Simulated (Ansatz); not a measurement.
**What a trial cell of Br relaxes into**

Level of theory: DFT r2SCAN, scalar-relativistic, plane waves, PAW (Ansatz 0.2.0). Cutoff 500 eV, Γ-centred k mesh, Gaussian smearing, no spin polarisation in the final step.

The start puts Br on the fcc structure type (Fm-3m, No. 225), at a guessed volume.

```xyz
1
Lattice="0.0000 2.5535 2.5535 2.5535 0.0000 2.5535 2.5535 2.5535 0.0000" Properties=species:S:1:pos:R:3 pbc="T T T"
Br    0.0000    0.0000    0.0000
```

Cell and atoms relax at zero pressure; the relaxation can't lower the symmetry of the start. After a coarse first stage the cell is made exact in the group found at 0.06 Å.

Energies count from the standard state of Br at the same level.

Question: Which crystal results?

Answer: It keeps Fm-3m (No. 225). The result has the fcc structure. Conventional cell: a = 4.701 Å. Br is coordinated by 12 Br at 3.32 Å.

```cif
data_structure
_symmetry_space_group_name_H-M 'Fm-3m'
_symmetry_Int_Tables_number 225
_cell_length_a 4.7015
_cell_length_b 4.7015
_cell_length_c 4.7015
_cell_angle_alpha 90.000
_cell_angle_beta 90.000
_cell_angle_gamma 90.000
_cell_volume 103.92
loop_
_atom_site_label
_atom_site_type_symbol
_atom_site_symmetry_multiplicity
_atom_site_Wyckoff_symbol
_atom_site_fract_x
_atom_site_fract_y
_atom_site_fract_z
_atom_site_occupancy
Br1 Br 4 a 0.00000 0.00000 0.00000 1
```

Question: What are its volume, energy, density and gap?

Answer: The volume per atom is 25.98 Å³, the density is 5.11 g/cm³ and the energy over the standard structure is 0.70 eV/atom. The gap on the 16×16×16 mesh is 0 eV (a metal).

The final run used a 16×16×16 mesh on its 1-atom cell and 0.10 eV smearing. The k mesh leaves about 4 meV/atom of noise in metals. A structure relaxed within its symmetry needn't be a true minimum.